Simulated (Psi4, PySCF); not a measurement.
Interaction energy of H2O ··· CH4O (SMILES O and CO). Monomers: optimised at B3LYP-D3(BJ) (def2-TZVP), held rigid. Orientation: a random orientation, not optimised. Only R, the distance of the centres of mass, is varied, so the lowest point isn't the relaxed dimer.

Geometry at R = 3.91 Å (first 3 atoms: monomer A):
```
9

O     -0.0005     0.3896     0.0000
H     -0.7648    -0.1958     0.0000
H      0.7653    -0.1938     0.0000
C      1.0224    -0.3688     4.1530
O      1.2273     0.8164     3.3968
H      1.3926    -1.2597     3.6338
H      1.5848    -0.2527     5.0783
H     -0.0326    -0.5200     4.4072
H      0.7400     0.7435     2.5704
```

Levels of theory: RKS-B3LYP/6-31G* = restricted B3LYP/6-31G*, spherical d, no counterpoise correction run with PySCF; SAPT0/jun-cc-pVDZ, frozen core (Psi4).

Interaction energies in kJ/mol:

```csv
R / Å,RKS-B3LYP/6-31G*
3.34,-25.13
3.48,-22.57
3.72,-17.84
3.91,-14.29
4.08,-11.36
4.31,-7.90
4.59,-4.68
4.89,-2.50
5.44,-0.83
6.11,-0.28
7.11,-0.04
8.45,0.05
```

Task: What does SAPT0/jun-cc-pVDZ give at the same points?

Result: 3.34: -11.51; 3.48: -10.67; 3.72: -8.50; 3.91: -6.76; 4.08: -5.42; 4.31: -3.96; 4.59: -2.68; 4.89: -1.75; 5.44: -0.79; 6.11: -0.26; 7.11: 0.01; 8.45: 0.10 (kJ/mol).
